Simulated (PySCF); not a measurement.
Structure problem from calculated spectra and properties.

Formula: C2F2S.

* Rotational structure: rotational constants A, B, C: 11.160, 2.125, 1.785 GHz [PBE0-D3(BJ)/def2-SVP]
* 13C NMR: chemical shifts (computed TMS as zero) by class: 453.4 (1 C), 262.0 (1 C) ppm [GIAO PBE0/pcSseg-1]
* Dipole: 0.79 D [CAM-B3LYP/def2-SVPD]
* Valence photoelectron: vertical ionisation energy: 9.08 eV [ΔSCF CAM-B3LYP/def2-SVPD]
* Triplet: lowest triplet excitation (Tamm–Dancoff): 0.91 eV [TDA CAM-B3LYP/def2-SVPD]
* NMR, other nuclei: isotropic shieldings of nuclei other than C and H, by class: 347 (2 F), -1115 (1 S) ppm [GIAO PBE0/pcSseg-1]
* UV, first state: lowest singlet excitation: 1.35 eV (918 nm, f = 0.000) [TDDFT CAM-B3LYP/def2-SVPD]
* Polarisability: 48.2 au [CAM-B3LYP/def2-SVPD]
* UV, strongest line: among the 10 lowest singlet transitions: S6 at 7.04 eV (176 nm, f = 0.622) [TDDFT CAM-B3LYP/def2-SVPD]

Gas-phase values; electronic properties from PySCF, density fitting. Levels stand in brackets. Geometry: PBE0-D3(BJ)/def2-SVP; no solvent, vibrations or thermal averaging. NMR classes are plain means over equivalent atoms (diastereotopic ones count apart unless rotation or inversion swaps them), as if these changed places fast.

Q: Propose a structure and show how it fits.

A: Numbering: `[F:1][C:2]([F:3])=[C:4]=[S:5]`. Its formula, C2F2S, gives 2 degrees of unsaturation: 0 rings and 2 π bonds in the structure found. 2 carbons fall into 2 classes; from least to most shielded: central carbon of cumulated double bonds [C4] (453.4 ppm), outer carbon of cumulated double bonds [C2] (262.0 ppm). The other shieldings belong to: 347 ppm, vinyl fluorine [F1/F3]; -1115 ppm, sulfur bonded to C [S5]. S1 is mainly HOMO→LUMO (weight 1.00); the largest Löwdin shares of the orbital it empties are 0.43 on the sulfur bonded to C, 0.21 on the central carbon of cumulated double bonds and 0.20 on the outer carbon of cumulated double bonds, of the orbital it fills 0.44 on the sulfur bonded to C, 0.40 on the central carbon of cumulated double bonds and 0.07 on the outer carbon of cumulated double bonds. The optimised geometry has point group C2v and is an asymmetric top. Structure: `FC(F)=C=S`. The assignments are read from this structure; whether some other isomer fits the data as well wasn't checked.
